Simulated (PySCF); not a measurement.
## Na₂F⁺, singlet: computed properties

Method: PBE0 in PySCF with F def2-TZVP, Na def2-TZVP; no relativity; density-fitted integrals.

The structure is a minimum.

```xyz
3
charge 1 multiplicity 1, angstrom
F     0.0000    0.0000    0.0000
Na    0.0000    0.0000    2.0117
Na    0.0000    0.0000   -2.0117
```

| Property | Result |
| --- | --- |
| Point group | D∞h |
| Bond lengths | F–Na 2.012 Å (×2) |
| Bond angles | Na–F–Na 180.0° |
| Rotational constants | 0.09059 cm⁻¹ |
| Principal quadrupole moments (Buckingham, traceless) about the centre of mass | -18.84, -18.84, 37.67 D Å |
| Heat capacity Cp at 298.15 K | 57.3 J/(mol K) |
| Zero-point energy | 6.3 kJ/mol |
| Entropy at 298.15 K and 1 bar | 262.6 J/(mol K) |
| Principal polarisabilities | 8.8, 8.8, 11.6 bohr³ |
| Lowest empty level | -4.69 eV |
| Highest occupied level | -12.88 eV |
| Dipole moment about the centre of mass | 0.00 D |
| Enthalpy at 298.15 K above 0 K | 14.02 kJ/mol |
| Rotational symmetry number | 2 |

Harmonic modes (masses in u: F 18.998, Na 22.990):
```csv
symmetry,ω (cm⁻¹),"IR (km/mol, summed over degenerate members)",μ (u)
πu,117,174,20.01
σg+,297,0.0,22.99
σu+,523,117,20.01
```

In D∞h the vibrations span πu + σg+ + σu+. The σg+ mode carries no infrared intensity, as symmetry demands. With a centre of inversion only u modes can be infrared active and only g modes Raman active.

Charges (e):
```csv
atom,Mulliken,Löwdin,polar tensor,Mayer order to F1
F1,-0.78,-0.40,-0.86,–
"Na2,3",0.89,0.70,0.93,0.22
```

Mulliken populations on F1: s 3.98, p 5.80, d 0.00, f 0.00.

Outer orbital energies (eV). occupied: -13.45, -12.88, -12.88; empty: -4.69, -4.24, -2.67, -2.67.

This need not be the most stable arrangement of these atoms.

The final relaxation and frequency run took 28 s on 2 threads of a shared Intel Xeon @ 2.50GHz (Skylake/Cascade Lake) host, with 95 basis functions and 7 gradients; the process peaked at 0.83 GiB.
